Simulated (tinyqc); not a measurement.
Worked calculation: Hueckel theory of the pi electrons with the omega technique, for the molecule c1cc[cH-]c1 (SMILES; centres numbered as the heavy atoms are written). Computed by tinyqc, a small Python program that keeps every step. Settings: charge = -1, omega = 1.0, damping = 0. Command: `OMP_NUM_THREADS=1 python tinyqc.py 29389 29390 out.jsonl` (the two numbers bound the seeds that draw the settings). One thread of a shared host (Intel(R) Xeon(R) Processor @ 2.60GHz), about 0.01 s of CPU time with the checks.

## The Hueckel matrix

Centres:
```
centre  z_r, pi electrons of the neutral centre         h
1C                                            1  0.000000
2C                                            1  0.000000
3C                                            1  0.000000
4C                                            1  0.000000
5C                                            1  0.000000
```

Bonds:
```
i  j  k
1  2  1
2  3  1
3  4  1
4  5  1
5  1  1
```

H_rr = alpha + h_r beta, H_rs = k_rs beta for bonded centres.

Hueckel matrix in units of beta (H = alpha + beta A), lower triangle:
```
          1C        2C        3C        4C        5C
1C  0.000000
2C  1.000000  0.000000
3C  0.000000  1.000000  0.000000
4C  0.000000  0.000000  1.000000  0.000000
5C  1.000000  0.000000  0.000000  1.000000  0.000000
```

## Orbitals, round 1

pi electrons, sum of z_r less the charge = 6

Diagonalise; E = alpha + x beta with beta < 0, so the largest x are filled first; degenerate levels share their electrons. P = sum n_i c_ri c_si; each orbital has its largest coefficient positive (the first on a tie).

x values: 2.000000  0.618034  0.618034  -1.618034  -1.618034

occupations: 2.000000  2.000000  2.000000  0.000000  0.000000

coefficients:
```
         MO1        MO2        MO3        MO4        MO5
1C  0.447214   0.113412   0.622204   0.000000   0.632456
2C  0.447214  -0.556705   0.300133  -0.371748  -0.511667
3C  0.447214  -0.457475  -0.436711   0.601501   0.195440
4C  0.447214   0.273970  -0.570036  -0.601501   0.195440
5C  0.447214   0.626797   0.084410   0.371748  -0.511667
```

charge and bond-order matrix P, lower triangle:
```
           1C         2C         3C        4C        5C
1C   1.200000
2C   0.647214   1.200000
3C  -0.247214   0.647214   1.200000
4C  -0.247214  -0.247214   0.647214  1.200000
5C   0.647214  -0.247214  -0.247214  0.647214  1.200000
```

Within a degenerate level the vectors are fixed only up to a rotation; this is one choice.

## Omega technique, round 1

h_r = h_r(0) + omega q_r, omega = 1, with q_r = z_r - P_rr.

matrix after round 1, lower triangle:
```
           1C         2C         3C         4C         5C
1C  -0.200000
2C   1.000000  -0.200000
3C   0.000000   1.000000  -0.200000
4C   0.000000   0.000000   1.000000  -0.200000
5C   1.000000   0.000000   0.000000   1.000000  -0.200000
```

## Orbitals, round 2

As before.

x values: 1.800000  0.418034  0.418034  -1.818034  -1.818034

occupations: 2.000000  2.000000  2.000000  0.000000  0.000000

coefficients:
```
         MO1        MO2        MO3        MO4        MO5
1C  0.447214   0.000000   0.632456   0.632456   0.000000
2C  0.447214   0.601501   0.195440  -0.511667  -0.371748
3C  0.447214   0.371748  -0.511667   0.195440   0.601501
4C  0.447214  -0.371748  -0.511667   0.195440  -0.601501
5C  0.447214  -0.601501   0.195440  -0.511667   0.371748
```

charge and bond-order matrix P, lower triangle:
```
           1C         2C         3C        4C        5C
1C   1.200000
2C   0.647214   1.200000
3C  -0.247214   0.647214   1.200000
4C  -0.247214  -0.247214   0.647214  1.200000
5C   0.647214  -0.247214  -0.247214  0.647214  1.200000
```

Within a degenerate level the vectors are fixed only up to a rotation; this is one choice.

## Omega technique, round 2

As before.

matrix after round 2, lower triangle:
```
           1C         2C         3C         4C         5C
1C  -0.200000
2C   1.000000  -0.200000
3C   0.000000   1.000000  -0.200000
4C   0.000000   0.000000   1.000000  -0.200000
5C   1.000000   0.000000   0.000000   1.000000  -0.200000
```

## Convergence

Each round sets h_r = h_r(0) + omega (z_r - P_rr), keeping the share named as damping of the old diagonal; repeat until output and input diagonals agree to 1e-6.

Rounds:
```
round   sum n x  largest |h(out) - h(in)|
1      6.472136                  2.00e-01
2      5.272136                  8.88e-16
```

Converged in 2 rounds.

## Energy, charges, bond orders

E = sum n x; q_r = z_r - P_rr; bond order p = P_rs; free valence = sqrt(3) - sum of p over the bonds of the atom.

pi energy = 6 alpha + this times beta = 5.272136

pi charges: 1C -0.200000, 2C -0.200000, 3C -0.200000, 4C -0.200000, 5C -0.200000

Bond orders and lengths from R = 1.517 - 0.180 p (angstrom, C-C alone):
```
bond         p         R
1-2   0.647214  1.400502
2-3   0.647214  1.400502
3-4   0.647214  1.400502
4-5   0.647214  1.400502
5-1   0.647214  1.400502
```

free valence of the carbons: 1C 0.437624, 2C 0.437624, 3C 0.437624, 4C 0.437624, 5C 0.437624

gap between the highest filled and the next level = 2.236068 |beta|
